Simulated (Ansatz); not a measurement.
A calculation with Ansatz (development build ahead of 0.2.0).

```yaml
crystal:
  periodic: [false, false, false]
  atoms:
    - { symbol: H, position_ang: [0.37, 0.0, 3.3] }
    - { symbol: H, position_ang: [-0.37, 0.0, 3.3] }
    - { symbol: Li, position_ang: [1.34, 0.0, 0.0] }
    - { symbol: Li, position_ang: [-1.34, 0.0, 0.0] }
basis:
  gaussian: { orbitals: def2-SVP }
hamiltonian:
  xc: hf
```

The input is written out in the form of the current development build from the run's settings.

The run gave:

```yaml
Converged: yes
Total_energy: -15.97774 hartree
Spin_squared_of_the_determinant: 0.000
```
